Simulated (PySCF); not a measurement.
**Ionisation energy of Al by level of theory**

Al [Ne] 3s2 3p1 [3p1/2^1, M_J = 1/2] → Al⁺ [Ne] 3s2, as a difference of total energies. Computed with PySCF 2.14 in x2c-QZVPPall-2c, with the two-component X2C-1e Hamiltonian. Correlated levels: [Ne] frozen; the 4 highest virtual spinors dropped. "Screened" scales the spin-orbit matrix elements by Boettger's factors to mimic the two-electron term; Breit and QED terms are absent.

| method | ionisation energy (eV) | error (eV) |
| --- | --- | --- |
| GHF (spin-free) | 5.639 | -0.347 |
| GMP2 (spin-free) | 5.837 | -0.149 |
| GHF (screened spin-orbit) | 5.648 | -0.338 |
| GMP2 (screened spin-orbit) | 5.846 | -0.140 |

Reference: 5.986 eV (measured; NIST Atomic Spectra Database, ionization energies).

Errors of the correlated levels include the incompleteness of this basis and the frozen core.
